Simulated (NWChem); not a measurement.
System: difluoromethane (CH$_{2}$F$_{2}$); SMILES FCF

Computed with NWChem. Pople sets run with spherical d functions. All runs use the structure optimised with PBE0/def2-SVP. Total energies compare along this basis series because the functional is fixed.

| level | basis functions | energy (Ha) | highest occupied level (eV) | orbital gap (eV) | dipole (D) |
|---|---|---|---|---|---|
| B3LYP/STO-3G | 17 | -235.5702 | -4.96 | 14.29 | 0.88 |
| B3LYP/3-21G | 31 | -237.6679 | -8.72 | 12.11 | 1.75 |
| B3LYP/6-31G* | 46 | -238.9699 | -9.08 | 12.00 | 1.62 |
| B3LYP/6-31+G* | 58 | -238.9959 | -9.70 | 9.94 | 1.99 |
| B3LYP/def2-SVP | 52 | -238.7973 | -9.27 | 11.16 | 1.75 |
| B3LYP/def2-SVPD | 82 | -238.8222 | -9.73 | 10.20 | 1.90 |
| B3LYP/def2-TZVP | 105 | -239.0950 | -9.58 | 10.93 | 1.81 |
| B3LYP/6-311++G** | 80 | -239.0654 | -9.72 | 9.52 | 2.02 |
| B3LYP/aug-cc-pVTZ | 184 | -239.0876 | -9.65 | 9.39 | 1.85 |
